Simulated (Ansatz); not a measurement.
**AsH2⁺, triplet: the ladder up to full CI**

Geometry: a PBE0/def2-TZVP stationary point for this spin, not checked as a minimum. The singlet lies 0.3 eV lower here.

```xyz
3

As    0.0000   -0.0191    0.0000
H     0.0000    0.7098   -1.3240
H     0.0000    0.7098    1.3240
```

Basis cc-pVDZ; Ansatz 0.2.0. Correlated methods freeze the noble-gas cores and the filled d shells of p-block atoms, which leaves 6 electrons in 23 orbitals. Prefix R: restricted or restricted open-shell reference; prefix U: unrestricted. Active spaces: valence = (6e, 6o) chosen from the atoms' valence shells. No spin–orbit coupling is included, and no scalar relativity.

Full CI is exact within this basis and frozen core; it isn't the basis-set limit. The frozen core follows each run's orbitals, which can shift R against U totals by a few meV for light atoms and by up to 0.1 eV past Ca.

For open shells CISD and CISDTQ are restricted-active-space CI with the open shells as a complete middle space.

```
UHF ⟨S²⟩                          : 2.006
T1 diagnostic (RCCSD)             : 0.0177
largest doubles amplitude (RCCSD) : 0.053
```

```json
{"level": "RMP2", "E − E(RHF) (eV)": "-2.0813"}
{"level": "RCCSD", "E − E(RHF) (eV)": "-2.6606"}
{"level": "RCCSD(T)", "E − E(RHF) (eV)": "-2.7143"}
```

Q: Estimate how far full CI in cc-pVDZ lies from RCCSD(T). The table doesn't fix it; the size of (T) and the diagnostics are the guide.

A: Full CI in cc-pVDZ lies 17 meV below RCCSD(T), which is 31 % of the (T) step (-54 meV). The diagnostics give no warning, yet the rest is a sizeable part of (T).

The other levels:

```json
{"level": "CISD", "E − E(full CI) (meV)": "123", "share of correlation (%)": "95.50", "wall time": "1.3 s"}
{"level": "BCCD(T)", "E − E(full CI) (meV)": "16", "share of correlation (%)": "99.40", "wall time": "1.3 s"}
{"level": "RCCSDT", "E − E(full CI) (meV)": "1", "share of correlation (%)": "99.97", "wall time": "–"}
{"level": "CISDTQ", "E − E(full CI) (meV)": "1", "share of correlation (%)": "99.97", "wall time": "2.8 s"}
{"level": "RCCSDT(Q)", "E − E(full CI) (meV)": "0", "share of correlation (%)": "100.01", "wall time": "4.9 s"}
{"level": "RCCSDTQ", "E − E(full CI) (meV)": "-1", "share of correlation (%)": "100.02", "wall time": "23 s"}
{"level": "CASSCF (valence space)", "E − E(full CI) (meV)": "1751", "share of correlation (%)": "35.87", "wall time": "–"}
{"level": "NEVPT2 (valence space)", "E − E(full CI) (meV)": "459", "share of correlation (%)": "83.19", "wall time": "1.7 s"}
{"level": "MRCISD (valence space)", "E − E(full CI) (meV)": "62", "share of correlation (%)": "97.72", "wall time": "–"}
{"level": "MRCISD+Q (valence space)", "E − E(full CI) (meV)": "4", "share of correlation (%)": "99.87", "wall time": "2.1 s"}
```

The correlation energy at full CI, counted from RHF, is -2.731 eV. That run took 5.5 s on 1 thread of Arm Neoverse N1, shared host over 781,936 determinants.

Run but not shown, since their state or frozen core can't be matched to the reference's or they repeat it: UHF, UMP2, UCCSD, UCCSD(T), UCCSDT, UCCSDT(Q).

Times hold each run's SCF and search for its determinant on a shared host, so for small cases they say little of a method's own cost; they ran on 1 thread of Arm Neoverse N1.

The full-CI state has the irrep B1 of C2v, in the program's axes.

Natural occupations of full CI about the gap: 1.961 1.942 0.994 0.991 0.036 0.024 0.009 0.008 0.008 0.006; effectively unpaired electrons, Σ n²(2−n)², 2.03.
